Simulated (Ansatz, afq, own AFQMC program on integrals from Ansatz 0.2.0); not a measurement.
## AlH, triplet → AlH, quintet

```yaml
atoms:
  - { symbol: Al, position_ang: [0.0000, 0.0000, 0.0000] }
  - { symbol: H, position_ang: [0.0000, 0.0000, 1.6045] }
```

E(quintet, charge +0) − E(triplet, charge +0) at this geometry, on UHF and UHF determinants.

Basis cc-pVTZ. Noble-gas cores (and the filled d shells of Ga–Kr and In–Xe) are frozen. AFQMC by an in-house program on the Cholesky factors that Ansatz 0.2.0 writes for its CCSD(T) run. The CISD trial takes its coefficients from CCSD amplitudes. Released means that phaseless walkers are propagated on without the constraint, phases kept. Uncertainties: one standard error, sampling alone. The errors of all members are added in quadrature.

Full CI on the same integrals is exact in this basis and with this determinant's frozen core.

Errors are counted within cc-pVTZ, not against nature.

Cautions: AlH (triplet): another spin lies lower; AlH (quintet): another spin lies lower; the upper state may be diffuse, so the gap hangs on the basis; core correlation is missing, and it shifts such a gap most where an s electron is promoted.

Reference (full CI): 123.4 kcal/mol.

| level | vertical spin gap (kcal/mol) | error against FCI (kcal/mol) |
| --- | --- | --- |
| HF | 100.9 | -22.5 |
| MP2 | 117.9 | -5.4 |
| CCSD | 122.4 | -1.0 |
| CCSD(T) | 123.1 | -0.3 |
| CCSDT | 123.3 | 0.0 |
| CCSDT(Q) | 123.4 | 0.0 |
| ph-AFQMC/CISD | 123.2 ± 0.03 | -0.1 ± 0.03 |
| released AFQMC | 123.4 ± 0.03 | 0.0 ± 0.03 |

Correlation beyond CCSD(T) adds 0.3 kcal/mol. The perturbative (T) step is worth +0.7 kcal/mol.

CCSDT and higher add their correlation energy to the determinant of the CCSD(T) run, since their own runs factorise the integrals more tightly (a shift of under 2 meV). A walk keeps the symmetry of its determinant, which the program's search chose and which needn't be the lowest solution, so a lower state of the same spin and another symmetry isn't excluded. Released energies are given only where the last usable release times agree within the noise; a slower fall can still hide under it.
